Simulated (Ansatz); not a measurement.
# BH4+ (singlet): the correlation ladder at distance B1–H3 = 1.634 Å, cc-pVDZ

The task here is to estimate one member of a computed series from the others.

The runs use Ansatz 0.2.0, Gaussian basis; cc-pVDZ, core rule «outside noble gas», up to 1 orbitals frozen.

To be run: UHF; CCSD(T) on RHF; CCSD(T) on UHF; BCCD(T) on RHF; CISD; CCSDT(Q) on RHF; CCSDT(Q) on UHF; CASSCF and MRCISD+Q, 2 electrons in 2 orbitals; CASSCF and NEVPT2, 2 electrons in 2 orbitals; CASSCF and MRCISD+Q, 6 electrons in 8 orbitals; CASSCF and NEVPT2, 6 electrons in 8 orbitals; Full CI.

21 further runs of the same task are left out: 1 for a mislabelled method, 15 that didn't finish, 5 set aside as unsound or not needed.

## What is computed

The geometry derives from a PBE0/def2-TZVP stationary point (not a proven minimum). One bond is set to the value named and the two fragments are kept rigid.

5 atoms, charge 1, spin multiplicity 1.

Atoms are counted from 1 here; the program's logs count them from 0.

Bond lengths: B1–H2 1.210 Å, B1–H4 1.210 Å, B1–H5 1.210 Å. Angles: H2–B1–H4 90.0°, H2–B1–H5 180.0°, H4–B1–H5 90.0°.

As a file:

```xyz
5
charge 1, multiplicity 1
B     0.00051    0.02022   -0.02048
H    -0.01508    0.88164    0.82935
H    -0.02828   -1.12743    1.14229
H     0.02183    0.87018   -0.88165
H     0.01609   -0.84121   -0.87031
```

Set-up of the first run:

in.yaml

```yaml
crystal:
  periodic: [false, false, false]
  atoms:
    - {symbol: B, position_ang: [0.000507, 0.020215, -0.020481]}
    - {symbol: H, position_ang: [-0.015076, 0.881641, 0.829352]}
    - {symbol: H, position_ang: [-0.028284, -1.127430, 1.142291]}
    - {symbol: H, position_ang: [0.021830, 0.870181, -0.881652]}
    - {symbol: H, position_ang: [0.016090, -0.841212, -0.870314]}
basis:
  gaussian: {orbitals: cc-pVDZ}
total_charge: 1
magnetization: {spin_polarized: true, initial_magnetization: 0}
hamiltonian: {xc: hf}
output: {orbitals: {seedname: orbitals}}
```

Command:

```bash
$ ansatz run in.yaml --threads 1 --pin off --events-out ev --progress --plain --max-ram 2393MiB
```

Steps of the session up to this table: UHF; CCSD(T) on RHF; CCSD(T) on UHF; BCCD(T) on RHF; CISD; CCSDT(Q) on RHF; CCSDT(Q) on UHF; CASSCF and MRCISD+Q, 2 electrons in 2 orbitals; CASSCF and NEVPT2, 2 electrons in 2 orbitals; CASSCF and MRCISD+Q, 6 electrons in 8 orbitals; CASSCF and NEVPT2, 6 electrons in 8 orbitals; Full CI.

One table of the session follows, with a row left open; its other results are not shown here.

It belongs to the step «Misses and costs». 

```
          method  from FCI (meV)
             RHF         +3903.1
             UHF         +3884.4
            RMP2          +898.5
            CISD          +271.0
           RCCSD          +116.4
        RCCSD(T)           +25.2
         BCCD(T)           +25.3
          RCCSDT            +6.8
       RCCSDT(Q)            +1.3
     CASSCF pair         +3070.7
     NEVPT2 pair               ?
     MRCISD pair          +158.6
   MRCISD+Q pair           -16.5
  CASSCF valence         +1603.5
  NEVPT2 valence          +439.5
  MRCISD valence           +55.6
MRCISD+Q valence           +10.8
             FCI               0
```

Estimate the missing values for NEVPT2 pair.

**Answer.** from FCI (meV): +695.6. In the column «from FCI (meV)» it lies between NEVPT2 valence (+439.5) and RMP2 (+898.5).

Not comparable, so not listed: CCSD(T) on UHF; CCSDT(Q) on UHF (they don't share determinant, frozen orbitals or solution with the rows shown, or repeat one).

To keep in mind: MRCISD+Q pair falls below full CI: the +Q correction isn't variational, and the cores differ from full CI's.
